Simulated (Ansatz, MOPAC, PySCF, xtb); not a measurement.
Pair of molecules: CH5N (SMILES CN) (first 7 atoms) with CH5N (SMILES CN); geometry from S66by8 set.
(charge 0, multiplicity 1):
```xyz
14

N     -1.449     0.219    -0.633
H     -0.621    -0.366    -0.683
H     -2.111    -0.171    -1.291
C     -2.009     0.139     0.714
H     -2.903     0.757     0.776
H     -2.273    -0.868     1.052
H     -1.291     0.547     1.424
N      1.620    -0.712    -0.478
H      1.916    -0.438    -1.405
H      2.244    -1.460    -0.202
C      1.780     0.423     0.436
H      1.510     0.108     1.442
H      2.788     0.845     0.473
H      1.088     1.209     0.144
```

Counterpoise-corrected where a basis set is named; no monomer relaxation.

The state that PM3 reach isn't checked.

Run with Ansatz (a quantum-chemistry and plane-wave program); MOPAC for PM3 (differences of heats of formation); PySCF for the dispersion terms; xtb for the GFN methods. 

Question: One of these levels gives -2.70 kcal/mol for the interaction energy. Name it.
A. BLYP-D3(BJ)/def2-TZVPPD
B. B3LYP/def2-TZVPPD
C. GFN2-xTB
D. PM3

Answer: C, GFN2-xTB. The others give 0.64 (PM3), -3.95 (BLYP-D3(BJ)/def2-TZVPPD), -2.13 (B3LYP/def2-TZVPPD)
